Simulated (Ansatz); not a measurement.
Lutetium, hcp: convergence with the k-point mesh

Computed with Ansatz, PBE, scalar-relativistic PAW, on the relaxed cell (a = 3.507 Å, c = 5.477 Å (c/a = 1.562); spin not included). Errors count from a run at 420 eV on a Γ-centred 17×17×10 mesh with Fermi-Dirac smearing of 0.1 eV, extrapolated to zero width. Fixed here: cutoff 420 eV, Fermi-Dirac width 0.1 eV. The SCF starts from atomic densities corrected by a trained network.

```csv
k-mesh,E(σ→0) error (meV/atom),P (GPa),SCF iterations
2×2×1,-524.4,-9.09,8
3×3×2,69.9,-0.66,7
4×4×2,7.1,0.69,8
6×6×4,-10.8,-0.12,9
8×8×5,3.6,0.07,8
11×11×6,-0.2,0.00,9
15×15×9,0.0,0.02,9
```

**Question.** What does the run at 5×5×3 give (k-mesh)?

**Answer.** E(σ→0) error (meV/atom): 24.3; P (GPa): 0.25; SCF iterations: 8.

Within 5 meV/atom of the last row: from 8×8×5 on.
